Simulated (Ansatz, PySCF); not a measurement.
Molecule: C2H6N, charge 0, multiplicity 2. It need not be the lowest isomer of its formula. 
Geometry from a B3LYP-D3(BJ)/def2-TZVP (Ansatz, a first-principles code) optimisation:
```
N
C 1 1.4346
H 2 1.0897 1 110.60
H 2 1.1011 3 108.73 1 122.38
H 2 1.1011 3 108.73 4 115.23
C 1 1.4346 2 112.08 3 -180.00
H 6 1.0897 1 110.60 2 -180.00
H 6 1.1011 7 108.73 1 122.38
H 6 1.1011 7 108.73 8 115.23
```
Charge 0, spin multiplicity 2.

Quantity: atomisation energy (electronic, to ground-state atoms), in kJ/mol. Valence correlation only, unless marked. UHF or UKS for open shells. No spin-orbit coupling. Non-relativistic. The coupled-cluster limit lacks core correlation, which all-electron functionals hold. CBS(X,Y): correlation extrapolated as X^-3; Hartree-Fock from the larger set. [CCSD(T)-MP2]/basis is that difference in the basis named.

```csv
level,program,atomisation energy (kJ/mol)
HF/6-31G,Ansatz,2189.3
HF/aug-cc-pVDZ,Ansatz,2315.2
M06-L/def2-TZVPD,PySCF,3205.4
r2SCAN/def2-TZVPD,Ansatz,3226.8
B97M-V/def2-TZVPD,Ansatz,3224.3
B3LYP/def2-TZVPD,Ansatz,3228.1
PBE0-D3(BJ)/def2-TZVPD,Ansatz + dftd3,3244.6
PBE0-D4/def2-TZVP,Ansatz + dftd4,3240.9
PBE0/def2-TZVPD,Ansatz,3234.8
BHLYP-D3(BJ)/def2-TZVPD,Ansatz + dftd3,3158.6
TPSSh/def2-TZVPD,PySCF,3248.5
r2SCAN0/def2-TZVPD,Ansatz,3187.0
LC-wPBE-D4/def2-TZVPD,Ansatz + dftd4,3231.0
B2PLYP-D4/def2-TZVPD,Ansatz + dftd4,3192.0
MP2/6-31G,Ansatz,2691.7
MP2/cc-pVDZ,Ansatz,2965.0
MP2/cc-pVTZ,Ansatz,3132.0
RI-MP2/cc-pVQZ,Ansatz,3181.4
SCS-MP2/cc-pVDZ,Ansatz,2968.5
CCSD/cc-pVTZ,Ansatz,3090.6
"RI-MP2/CBS(cc-pVTZ,cc-pVQZ)+[CCSD(T)-MP2]/cc-pVTZ",Ansatz,3210.4
```
